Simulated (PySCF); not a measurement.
Geometries of 2 isomers of C5H7F, from PBE0-D3(BJ)/def2-SVP geometry optimisation, gas phase in PySCF. One conformer each, no zero-point energy, no frequencies.

Task: Which isomer lies lower at this level?
A.
```xyz
13
angstrom
C      2.437   -0.537    0.482
C      1.315   -0.360    0.061
C     -0.046   -0.133   -0.418
C     -1.077   -0.961    0.350
C     -0.367    1.359   -0.356
F     -1.613    1.585   -0.882
H      3.434   -0.699    0.848
H     -0.084   -0.422   -1.484
H     -0.882   -2.036    0.235
H     -1.046   -0.719    1.423
H     -2.085   -0.740   -0.030
H     -0.353    1.708    0.691
H      0.375    1.937   -0.931
```
B.
```xyz
13
angstrom
C     -1.774    1.113   -0.525
C     -0.862    0.633    0.320
C     -0.363   -0.776    0.334
C      1.107   -0.916    0.096
C      1.961    0.002   -0.346
F      1.535   -2.153    0.378
H     -2.226    0.482   -1.297
H     -2.105    2.153   -0.474
H     -0.428    1.299    1.076
H     -0.570   -1.240    1.316
H     -0.901   -1.391   -0.408
H      3.016   -0.241   -0.478
H      1.606    1.003   -0.590
```

Result: B. That is `C(CC=C)(F)=C`, 17.1 kcal/mol below the other.

| SMILES | atoms numbered as above | E (Eh) | relative (kcal/mol) | relative (kJ/mol) | dipole (D) |
| --- | --- | --- | --- | --- | --- |
| C=CCC(=C)F | [CH2:1]=[CH:2][CH2:3][C:4](=[CH2:5])[F:6] | -293.99397 | 0.0 | 0.0 | 1.35 |
| C#C[C@@H](C)CF | [CH:1]#[C:2][C@@H:3]([CH3:4])[CH2:5][F:6] | -293.96672 | 17.1 | 71.5 | 1.07 |

As drawn, the lower has a C=C bond outside aromatic rings, which the higher lacks; the higher has a C≡C bond, which the lower lacks.
